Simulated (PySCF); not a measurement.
# Name the molecule from its bond curve

A diatomic of charge 0 contains B. Its quartet curve at UHF-MP2 in a triple-zeta basis (no relativity, PySCF), in eV from the separated fragments:

```json
{"R (Å)": "1.643", "E (eV)": "-2.358"}
{"R (Å)": "1.719", "E (eV)": "-2.866"}
{"R (Å)": "1.795", "E (eV)": "-3.146"}
{"R (Å)": "1.853", "E (eV)": "-3.243"}
{"R (Å)": "1.910", "E (eV)": "-3.269"}
{"R (Å)": "1.967", "E (eV)": "-3.238"}
{"R (Å)": "2.044", "E (eV)": "-3.131"}
{"R (Å)": "2.139", "E (eV)": "-2.916"}
{"R (Å)": "2.254", "E (eV)": "-2.577"}
{"R (Å)": "2.407", "E (eV)": "-2.085"}
```

The fit gives ωe = 770 cm⁻¹ and the rotational constant Bₑ = 0.5879 cm⁻¹.

Question: Which atom is the partner?

Answer: The minimum lies at 1.905 Å, so the reduced mass is 16.8576 u Å² cm⁻¹/(Bₑ·Re²) = 7.901 u. With B at 11.01 u the partner weighs about 28.0 u: Si. The molecule is SiB.

Correlated steps freeze 6 core orbitals. The state was picked by a PBE0 search and need not be the measured ground state.
